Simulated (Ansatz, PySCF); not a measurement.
Molecule: NF$_{3}$ (charge 0, singlet). 
Structure (B3LYP-D3(BJ)/def2-TZVP (Ansatz, a first-principles code) minimum search):
```
N
F 1 1.3779
F 1 1.3779 2 102.01
F 1 1.3779 2 102.01 3 105.23
```
Charge 0, spin multiplicity 1.

Property: atomisation energy (electronic, to ground-state atoms); the coupled-cluster value holds the core correlation from cc-pwCVTZ, in kJ/mol. Correlated levels leave the core frozen unless marked. UHF or UKS for open shells. No spin-orbit coupling. No relativistic terms. CBS(X,Y): correlation extrapolated as X^-3; Hartree-Fock from the larger set.

Level to compare with: CCSD(T)/CBS(cc-pVTZ,cc-pVQZ) plus the core term (Ansatz), 856.5 kJ/mol. It is a level with limits of its own, and the differences hold the functionals' basis error too.

Problem. Rank these functionals by how close they come to CCSD(T)/CBS(cc-pVTZ,cc-pVQZ), closest first: revPBE/def2-TZVPD (Ansatz); BP86/def2-TZVPD (PySCF); LC-wPBE/def2-TZVPD (Ansatz); M06-2X/def2-TZVPD (PySCF).

Solution. M06-2X/def2-TZVPD (hybrid meta-GGA, 857.0 kJ/mol, difference 0.5), LC-wPBE/def2-TZVPD (range-separated hybrid, 889.7 kJ/mol, difference 33.2), revPBE/def2-TZVPD (GGA, 935.3 kJ/mol, difference 78.8), BP86/def2-TZVPD (GGA, 1011.3 kJ/mol, difference 154.8)
